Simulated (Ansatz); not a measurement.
Relaxation of AlH₆N (8 atoms, charge 0, multiplicity 1), to a largest force component of 0.03 eV/Å in at most 50 steps.

Method: RKS PBE0/def2-SVP in Ansatz.

```xyz
8
Properties=species:S:1:pos:R:3
Al -0.050 0.425 -0.565
N -0.030 0.123 2.520
H -0.842 -0.013 3.112
H 0.793 0.122 3.114
H 1.389 -0.005 -1.087
H -1.373 -0.303 -1.067
H -0.186 1.706 0.341
H -0.116 1.069 2.099
```

Problem. Where does it end, and by what steps?

Solution. The forces met the threshold. The force dipped under the threshold on the way, but the program's further checks kept it going. After 21 steps the energy has fallen by 1.169 eV; H4 moved furthest, 1.16 Å. Joined: Al1–N2 (3.10 → 2.08 Å).

```csv
step,energy less start (eV),largest force component (eV/Å),accepted
0,0.0000,0.955,yes
1,-0.2416,1.482,yes
2,-0.5541,1.965,yes
3,-0.9112,0.982,yes
4,-1.0771,0.404,yes
5,-1.1343,0.164,yes
6,-1.1377,0.021,yes
7,-1.1365,0.295,no
8,-1.1386,0.057,yes
9,-1.1359,0.413,no
10,-1.1405,0.051,yes
11,-1.1423,0.140,yes
12,-1.1455,0.202,yes
13,-1.1451,0.405,no
14,-1.1503,0.100,yes
15,-1.1543,0.054,yes
16,-1.1583,0.182,yes
17,-1.1545,0.495,no
18,-1.1632,0.051,yes
19,-1.1656,0.109,yes
20,-1.1658,0.224,yes
21,-1.1687,0.003,yes
```

```xyz
8
Properties=species:S:1:pos:R:3
Al -0.064 0.491 -0.019
N -0.041 0.298 2.048
H -0.980 0.376 2.442
H 0.335 -0.606 2.336
H 1.501 0.269 -0.315
H -1.065 -0.714 -0.380
H -0.634 1.989 -0.131
H 0.533 1.020 2.486
```

Whether the end is a true minimum wasn't checked by a vibrational analysis.

Time of the run: 17 s on 1 thread of Intel(R) Xeon(R) 6975P-C (Granite Rapids) (shared host), peak memory 0.13 GiB.
